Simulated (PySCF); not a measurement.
# C4H9F (1-fluorobutane): the cost of one run

The runs use PySCF 2.14.0, with density-fitted response routines of our own; the level of theory stands in each step. All values are computed, except where a source is named. Atoms count from 0, in the outputs and in this text.

### 1 The molecule as given

14 atoms, charge 0, multiplicity 1; geometry from: GFN2-xTB. The atoms were then displaced at random by about 0.01 Å, so the start is not that level's minimum.

Bonds of the start (Å): C0–C1 1.49, C1–C2 1.52, C2–C3 1.57, C3–F4 1.36, C0–H5 1.08, C0–H6 1.11, C0–H7 1.08, C1–H8 1.12, C1–H9 1.09, C2–H10 1.08, C2–H11 1.09, C3–H12 1.06, C3–H13 1.09.

### 2 Relaxing the molecule at PBE0-D3(BJ)/def2-SVP

The job: settings as JSON, then the geometry in Å.

```
{"job": {"xc": "PBE0", "basis": "def2-SVP", "d3": "d3bj", "grid": 1, "shake": 0.01, "kind": "geom"}, "charge": 0, "multiplicity": 1}
C     -1.926890    -0.067440    -0.087880
C     -0.554030    -0.223290     0.482260
C      0.510620     0.179040    -0.529320
C      1.965080     0.015950     0.044220
F      2.135570     0.879810     1.080160
H     -2.082510    -0.659890    -0.977100
H     -2.106830     0.992470    -0.376010
H     -2.683910    -0.317160     0.636190
H     -0.443150     0.400000     1.400500
H     -0.405040    -1.264880     0.783630
H      0.444990    -0.435510    -1.411270
H      0.398200     1.226700    -0.800400
H      2.670970     0.249380    -0.709840
H      2.069780    -0.990280     0.457110
```

On the command line:

```sh
> OMP_NUM_THREADS=1 python probes_run.py task.json out
```

The driver reads the jobs from task.json and runs them one after another.

Q: Estimate the wall time and peak memory of this first job on 1 thread of Arm Neoverse N1, shared host.

About 30 s, with a peak of 0.48 GiB.
